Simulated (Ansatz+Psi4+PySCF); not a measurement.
doublet CH in separate pieces: levels of theory in one basis

```yaml
atoms:
  - { symbol: C, position_ang: [0.0000, 0.0000, 0.1601] }
  - { symbol: H, position_ang: [0.0000, 0.0000, -3.2015] }
```

Basis set: cc-pVTZ (spherical functions). Frozen core: 1 orbital. Correlation on ROHF uses semicanonical orbitals with singles. Charge 0, multiplicity 2.

Computed with Ansatz (development build ahead of 0.2.0) and Psi4 1.11; each method stands on the lowest determinant of its kind that the runs found.

| method | E − E(ROHF) (eV) | <S²> of the determinant |
| --- | --- | --- |
| ROHF | 0.00 | 0.75 |
| UHF | -2.43 | 1.75 |
| ROHF-MP2 | -2.32 | – |
| UHF-MP2 | -4.26 | 1.75 |
| UHF-CCSD | -4.81 | 1.75 |
| UHF-CCSD(T) | -4.87 | 1.75 |

**Question.** Is a single determinant a sound starting point here?

**Answer.** It is doubtful. Unrestricted orbitals lower Hartree–Fock by 2.43 eV and <S²> is 1.75 where a pure state has 0.75, a sign of strong static correlation.

Caution for ROHF, ROHF-MP2: an unrestricted determinant lies well below. Caution for UHF, UHF-MP2, UHF-CCSD, UHF-CCSD(T): the unrestricted determinant is a mixture of spin states; the determinant may break the point group. Caution for ROHF-MP2: bonds are stretched, where a single reference can fail; the program doubts this total.
